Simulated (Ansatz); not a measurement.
Relaxation of H6OSi2 (9 atoms, charge 0, multiplicity 1), to a largest force component of 0.015 eV/Å in at most 40 steps.

Computed with RKS PBE/def2-SVP (Ansatz).

```xyz
9
Properties=species:S:1:pos:R:3:forces:R:3
Si -0.650 0.994 -0.897 -1.96 3.09 -0.59
O 0.534 0.122 -0.306 1.55 -0.85 1.50
Si 1.617 -0.979 -0.846 0.47 -2.23 1.25
H -1.681 0.162 -1.456 -0.99 -0.84 -0.47
H -0.184 1.905 -2.010 0.10 -0.03 0.03
H -1.271 1.894 0.169 0.24 -0.32 -0.18
H 2.500 -1.423 0.336 -0.35 0.22 -0.43
H 2.466 -0.424 -1.852 0.79 0.59 -1.13
H 0.898 -2.232 -1.351 0.16 0.38 0.01
```

**Question.** Where does it end, and by what steps?

**Answer.** The forces met the threshold. After 5 steps the energy has fallen by 0.320 eV; H4 moved furthest, 0.16 Å.

```csv
step,energy less start (eV),largest force component (eV/Å),accepted
0,0.0000,3.090,yes
1,-0.2481,1.406,yes
2,-0.3057,0.385,yes
3,-0.3191,0.053,yes
4,-0.3198,0.016,yes
5,-0.3199,0.001,yes
```

```xyz
9
Properties=species:S:1:pos:R:3
Si -0.717 1.060 -0.924
O 0.537 0.105 -0.363
Si 1.667 -1.041 -0.820
H -1.832 0.205 -1.467
H -0.236 1.979 -2.016
H -1.229 1.876 0.227
H 2.479 -1.399 0.389
H 2.575 -0.492 -1.890
H 0.985 -2.275 -1.350
```

Whether the end is a true minimum wasn't checked by a vibrational analysis.

Time of the run: 14 s on 1 CPU thread of a shared host.
